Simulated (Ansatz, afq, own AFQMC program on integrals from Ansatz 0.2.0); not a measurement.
## Where AFQMC and coupled cluster stand for HSCl, triplet

```xyz
3

Cl    0.0000    0.0000   -1.5313
H     0.0000    0.0000    0.0757
S     0.0000    0.0000    1.4557
```

Connectivity, by distances: Cl ··· S, 1 bridging H.

Basis cc-pVTZ. Only valence electrons are correlated. Ansatz 0.2.0 and our own AFQMC program on the same integrals; the CISD trial comes from CCSD amplitudes, and released means the phaseless constraint is let go. Error bars are statistical, one sigma.

Determinant: UHF, the one that the program's search chose, which needn't be the lowest solution. The geometry is a point of a scan.

No full CI on the walks' own integrals is used here; CCSDT(Q) serves as the reference and is uncertain by about the last step of the cluster series.

Cautions: lower spins were not checked; the released energies have errors that jump between times, so the bars are unsure, so no released level is given (meV from the phaseless value at times in 1/Eh: -9 ± 6 at 0.24, 24 ± 36 at 0.51, -30 ± 8 at 0.99, -38 ± 8 at 1.62, -38 ± 12 at 2.40), though the last usable value meets CCSDT(Q) within the noise.

```
T1 diagnostic                               : 0.0172
weight of the determinant in the CISD state : 0.850
⟨S²⟩ of the determinant                     : 2.044
size of the correlated space                : 14 electrons in 72 orbitals
```

```json
{"level": "MP2", "correlation energy (eV)": "-9.0077"}
{"level": "CCSD", "correlation energy (eV)": "-10.2041"}
{"level": "CCSD(T)", "correlation energy (eV)": "-10.6097"}
```

**Question.** Estimate where phaseless AFQMC with a CISD trial lies against CCSD(T) on the same integrals.

**Answer.** 3.1 ± 0.5 kJ/mol below CCSD(T).

Reference: CCSDT(Q), correlation energy -10.671 eV.

```tsv
level	E − E(reference) (kJ/mol)	share of correlation (%)
CCSD(T)	5.9	99.43
CCSDT	1.8	99.82
ph-AFQMC/HF	13.3 ± 2.8	98.71
ph-AFQMC/CISD	2.8 ± 0.5	99.73
```

A walk keeps the symmetry of its determinant, which the program's search chose and which needn't be the lowest solution, so a lower state of the same spin and another symmetry isn't excluded.
